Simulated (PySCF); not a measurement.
Ionisation energies (eV) were calculated with PySCF 2.14 by UHF, MP2 (valence), LDA, in another order, as differences of total energies without spin-orbit coupling. The measured values are between term centres (NIST).

```csv
species,measured,A,B,C
"B⁺ (dyall-av2z, non-relativistic)",25.155,24.548,24.398,23.437
"C⁺ (dyall-av2z, non-relativistic)",24.378,24.769,24.263,24.155
"N (dyall-av2z, non-relativistic)",14.545,15.013,14.481,13.906
"O (dyall-av2z, non-relativistic)",13.608,13.981,13.091,11.982
"F (dyall-av2z, non-relativistic)",17.427,17.966,17.121,15.660
"Al⁺ (dyall-av2z, non-relativistic)",18.829,18.896,18.221,17.520
"P (dyall-av2z, non-relativistic)",10.526,10.607,10.405,9.944
"Cl (dyall-av2z, non-relativistic)",12.974,13.250,12.615,11.823
```

Which column is which method?

A is LDA (mean error 0.20 eV); B is MP2 (valence) (mean error -0.36 eV); C is UHF (mean error -1.13 eV). LDA overbinds the outer electron and comes out highest. Valence MP2 in a finite basis recovers only part of the missing correlation, so it stays below experiment on average. Hartree-Fock lacks the correlation of the electron removed and comes out lowest.
